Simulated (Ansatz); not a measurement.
# AlH2O (SMILES [O][AlH2]): FCI/STO-3G

What is the energy change on altering one bond length of AlH2O at FCI/STO-3G? 

Program for the calculation: Ansatz 0.2.0.

51 further runs of the same task are left out: 1 that didn't finish, 50 set aside as unsound or not needed.

### Step 1. The system as given

The species is AlH2O (4 atoms), meant as a doublet with charge 0. SMILES: `[O][AlH2]`. Geometry: relaxed at PBE0-D4/def2-TZVP.

Bond lengths: O1–Al2 1.727 Å, Al2–H3 1.578 Å, Al2–H4 1.578 Å. Angles: O1–Al2–H3 115.8°, O1–Al2–H4 115.8°, H3–Al2–H4 128.3°.

### Step 2. A single-point energy at FCI/STO-3G

The input, run.yaml:

```yaml
basis:
  gaussian: {orbitals: STO-3G}
crystal:
  periodic: [false, false, false]
  atoms:
    - {symbol: O, position_ang: [0.062600, -0.856300, 1.401400]}
    - {symbol: Al, position_ang: [0.011300, 0.029900, -0.080400]}
    - {symbol: H, position_ang: [-1.149600, -0.360800, -1.076000]}
    - {symbol: H, position_ang: [1.131100, 1.126800, -0.265300]}
magnetization: {spin_polarized: true, initial_magnetization: 1}
correlation: {method: fci, frozen_orbitals: {Al: 5, H: 0, O: 1}}
accuracy: high
```

The run is started by

```bash
$ ansatz run run.yaml --threads 1 --pin off --max-ram 2610MiB --events-out events.jsonl --progress --plain --runs-dir runs
```

Log:

```text
Warning: RAYON_NUM_THREADS=1 ignored (pool sized by the plan → 1); use --threads N
Functional definition: HF
  name "HF"
  exchange = exact_x
  correlation = 0
267 factors; integrals over basis functions are off by at most 2.5e-8 eV
mean field evaluation 1: about -8536.7860 eV, gradient 2.5e1 eV
mean field evaluation 2: about -8536.7905 eV, gradient 2.5e1 eV
mean field evaluation 4: about -8544.2414 eV, gradient 3.9e0 eV
mean field evaluation 8: about -8544.4936 eV, gradient 1.4e-3 eV
mean field evaluation 16: about -8544.4913 eV, gradient 1.3e-1 eV
mean field evaluation 32: about -8544.4650 eV, gradient 1.2e0 eV
mean field -8544.49184184 eV, -314.0042835231 hartree, gradient 3.3e-8 eV, S^2 0.756200; 6 other end points of the search recorded, 0 dependent functions left out
6 core orbitals not correlated: weight in the atoms' cores, before any rotation towards them, 0.999 or more for the frozen orbitals, at most 0.000 for the correlated occupied ones
reference -8544.45826622 eV, -314.0030496419 hartree; 6, 5 occupied and 4, 5 virtual orbitals, 267 factors
state -8546.39058366 eV, -314.0740609979 hartree
Total energy: -8546.39058366 eV, -314.0740609979 hartree
```

Wall time 0.56 s (1 thread of Arm Neoverse V1, shared host).

### Step 3. The distorted shape at the same level

The input, molecule.yaml:

```yaml
crystal:
  periodic: [false, false, false]
  atoms:
    - symbol: O
      position_ang: [0.352838, -0.758621, 1.650311]
    - symbol: Al
      position_ang: [0.301538, 0.127579, 0.168511]
    - symbol: H
      position_ang: [-1.149600, -0.360800, -1.076000]
    - symbol: H
      position_ang: [1.421338, 1.224479, -0.016389]
basis:
  gaussian:
    orbitals: STO-3G
accuracy: high
magnetization:
  spin_polarized: true
  initial_magnetization: 1
correlation:
  method: fci
  frozen_orbitals: {Al: 5, H: 0, O: 1}
```

The run is started by

```bash
$ ansatz run molecule.yaml --threads 1 --pin off --max-ram 2610MiB --events-out events.jsonl --progress --plain --runs-dir runs
```

Log (excerpt; [...] marks lines left out):

```text
Warning: RAYON_NUM_THREADS=1 ignored (pool sized by the plan → 1); use --threads N
[... 2 set-up lines as earlier in the session ...]
[...]
267 factors; integrals over basis functions are off by at most 2.8e-8 eV
[...]
mean field -8542.62947112 eV, -313.9358426613 hartree, gradient 2.0e-8 eV, S^2 0.765224; 8 other end points of the search recorded, 0 dependent functions left out
6 core orbitals not correlated: weight in the atoms' cores, before any rotation towards them, 0.999 or more for the frozen orbitals, at most 0.000 for the correlated occupied ones
reference -8542.58897918 eV, -313.9343546102 hartree; 6, 5 occupied and 4, 5 virtual orbitals, 267 factors
state -8544.97720398 eV, -314.0221202526 hartree
Total energy: -8544.97720398 eV, -314.0221202526 hartree
```

It took 0.72 s on 1 thread of Arm Neoverse V1, shared host.

### Step 4. What came out

At FCI/STO-3G, 6 core orbitals frozen:

```
                                                          quantity          value
                                         first shape: total energy  -314.07406 Eh
          first shape: correlation energy (6 core orbitals frozen)      -71.0 mEh
                                     distorted shape: total energy  -314.02212 Eh
      distorted shape: correlation energy (6 core orbitals frozen)      -87.8 mEh
energy change with the Al2–H3 bond stretched from 1.578 to 1.973 Å       1.413 eV
```

What this shows: With the Al2–H3 bond stretched from 1.578 to 1.973 Å the energy rises by 1.41 eV (136 kJ/mol). The first shape isn't relaxed at this level, so the change isn't measured from a minimum. The minimal basis adds a large error of its own.
